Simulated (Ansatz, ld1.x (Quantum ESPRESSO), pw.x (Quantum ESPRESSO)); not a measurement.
# What a changed setting does to a pw.x run (fcc Sc)

Potential: norm-conserving Troullier–Martins (Kleinman–Bylander form), ld1.x (Quantum ESPRESSO) 7.5, PBEsol; core [Ar], reference 3d1 4s2 4p0; waves: 4s (bound): rc 3.00 bohr; 4p (bound, empty): rc 2.85 bohr; 3d (bound): rc 1.70 bohr; local part: all-electron potential smoothed inside 2.55 bohr (lloc = -1); core correction: Bessel-smoothed model core inside 1.05 bohr.

The reference run (k-mesh 12³, cutoffs 85/340 Ry, Fermi–Dirac 0.01 Ry, mixing_beta 0.4, conv_thr 1e-9, no spin) gives -0.38 GPa at 23.782 Å³/atom, where all-electron LAPW gives 0.02 GPa. This run, with its own iteration cap, changes mixing_mode to TF.

```
&control
  calculation='scf', prefix='x', pseudo_dir='./', outdir='./tmp', tstress=.true., disk_io='none'
/
&system
  ibrav=0, nat=1, ntyp=1, ecutwfc=85, ecutrho=340, nbnd=8,
  occupations='smearing', smearing='fd', degauss=0.01
/
&electrons
  conv_thr=1e-09, mixing_beta=0.4, electron_maxstep=50, mixing_mode='TF'
/
ATOMIC_SPECIES
Sc 1.0 Sc.UPF
CELL_PARAMETERS angstrom
  0.00000000 2.28247551 2.28247551
  2.28247551 0.00000000 2.28247551
  2.28247551 2.28247551 0.00000000
ATOMIC_POSITIONS crystal
Sc 0.0000 0.0000 0.0000
K_POINTS automatic
12 12 12 0 0 0
```

```bash
pw.x < Sc.scf.in > Sc.scf.out
```

**Question.** How does the run end?

**Answer.** It converges in 8 iterations; the free energy moves by +0.0 meV/atom and the pressure by +0.00 GPa. The result is that of the reference run.

```
Message from routine setup:
     using ibrav=0 with symmetry is DISCOURAGED, use correct ibrav instead
     lattice parameter (alat)  =       6.0999  a.u.
     unit-cell volume          =     160.4889 (a.u.)^3
     number of electrons       =         3.00
     number of Kohn-Sham states=            8
     kinetic-energy cutoff     =      85.0000  Ry
     charge density cutoff     =     340.0000  Ry
     scf convergence threshold =      1.0E-09
     Exchange-correlation= PBESOL
     number of k points=    72  Fermi-Dirac smearing, width (Ry)=  0.0100
     iteration #  1     ecut=    85.00 Ry     beta= 0.40
     total energy              =     -16.85966070 Ry
     estimated scf accuracy    <       0.01071289 Ry
     iteration #  2     ecut=    85.00 Ry     beta= 0.40
     total energy              =     -16.85802339 Ry
     estimated scf accuracy    <       0.00370620 Ry
     iteration #  3     ecut=    85.00 Ry     beta= 0.40
     negative rho (up, down):  6.681E-05 0.000E+00
     total energy              =     -16.85893271 Ry
     estimated scf accuracy    <       0.00008984 Ry
     [... 2 iterations left out ...]
     iteration #  6     ecut=    85.00 Ry     beta= 0.40
     total energy              =     -16.85881800 Ry
     estimated scf accuracy    <       0.00000252 Ry
     iteration #  7     ecut=    85.00 Ry     beta= 0.40
     total energy              =     -16.85881859 Ry
     estimated scf accuracy    <       0.00000002 Ry
     iteration #  8     ecut=    85.00 Ry     beta= 0.40
     the Fermi energy is     5.2230 ev
!    total energy              =     -16.85881860 Ry
     estimated scf accuracy    <          2.5E-10 Ry
     smearing contrib. (-TS)   =      -0.00814298 Ry
     The total energy is F=E-TS. E is the sum of the following terms:
     one-electron contribution =       3.36794693 Ry
     hartree contribution      =       0.03218057 Ry
     xc contribution           =     -15.46743509 Ry
     ewald contribution        =      -4.78336802 Ry
     convergence has been achieved in   8 iterations
          total   stress  (Ry/bohr**3)                   (kbar)     P=       -3.80
     Message from routine punch:
     Nothing written, as per user request (disk_io='none')
```

The run took about 11 s on one core of a shared host (Intel(R) Xeon(R) Platinum 8488C, 192 threads, 744 GiB, load 79).
